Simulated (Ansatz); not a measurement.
The first iterations of a band of BFH2 (4 atoms, charge 0, multiplicity 1).

All numbers below come from Ansatz 0.2.0, RKS PBE0-D4/def2-TZVP.

```json
{
 "movable images": "9",
 "climbing image": "yes",
 "spring": "5.0 eV/Å²",
 "optimiser": "quadratic models (default)",
 "start path": "through a guess of the saddle point",
 "force threshold": "0.05 eV/Å",
 "iteration limit": "60",
 "end points": "relaxed"
}
```

Initial state:

```xyz
4
Properties=species:S:1:pos:R:3
B 0.307 0.000 0.129
F 0.364 0.000 1.444
H 1.341 0.000 -0.475
H -0.775 0.000 -0.384
```

Final state:

```xyz
4
Properties=species:S:1:pos:R:3
B -0.364 0.001 -0.425
F 1.796 0.000 1.503
H 1.092 0.000 0.862
H -1.287 0.000 -1.226
```

| iteration | highest image above the first end (eV) | largest band force component (eV/Å) |
| --- | --- | --- |
| 1 | 6.484 | 5.688 |
| 2 | 5.572 | 3.139 |
| 3 | 5.441 | 3.564 |
| 4 | 5.400 | 2.745 |

Problem. Does the band converge within its limit, and where does its top end?

Solution. The forces met the threshold. It ended after 13 iterations with the highest image 5.157 eV above the first end. Neighbouring images differ by up to 2.0 eV, so the band resolves the path poorly. A vibrational analysis at the climbing image gives one clearly imaginary mode, 198i cm⁻¹: a first-order saddle point. The orbitals stay closed-shell, which can raise the energy where a bond breaks towards radicals; this wasn't checked here.

Run time: 96 s on 1 thread of Arm Neoverse V1 (shared host), peak memory 0.12 GiB.
